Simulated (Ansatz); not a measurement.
Input file:

```yaml
crystal:
  periodic: [false, false, false]
  atoms:
    - {symbol: Ge, position_ang: [0.000000, 0.000000, 0.000000]}
    - {symbol: Se, position_ang: [0.000000, 0.000000, 2.293000]}
basis:
  gaussian: {orbitals: cc-pVTZ}
total_charge: 1
magnetization: {spin_polarized: true, initial_magnetization: 3}
hamiltonian: {xc: {name: CAM-B3LYP}}
```

```sh
$ ansatz run in.yaml --threads 1 --pin off --events-out ev --progress --plain --max-ram 2393MiB
```

Output:

```
  # Exact exchange under (alpha + beta erf(omega r))/r, Becke's under what is left of 1/r.
570 factors; integrals over basis functions are off by at most 8.8e-4 eV
142 factors; integrals over basis functions are off by at most 8.1e-5 eV
mean field evaluation 1: about -121863.8932 eV, gradient 1.3e1 eV
mean field evaluation 2: about -121864.1682 eV, gradient 1.3e1 eV
mean field evaluation 4: about -121865.0726 eV, gradient 5.1e-1 eV
mean field evaluation 8: about -121865.0841 eV, gradient 5.9e-2 eV
mean field evaluation 16: about -121865.0842 eV, gradient 2.8e-4 eV
mean field evaluation 32: about -121865.3699 eV, gradient 2.2e-2 eV
mean field evaluation 64: about -121865.0760 eV, gradient 2.5e-2 eV
mean field evaluation 96: about -121865.3219 eV, gradient 1.0e0 eV
mean field -121865.37068050 eV, -4478.4697691932 hartree, gradient 8.5e-6 eV, S^2 3.764666; 7 other end points of the search recorded, 0 dependent functions left out
reference -121865.37076909 eV, -4478.4697724490 hartree; 34, 31 occupied and 52, 55 virtual orbitals, 570 factors
Total energy: -121865.37076909 eV, -4478.4697724490 hartree
```

Ran on 1 thread of AMD EPYC, shared host: 80 s wall, 0.26 GiB peak host memory.
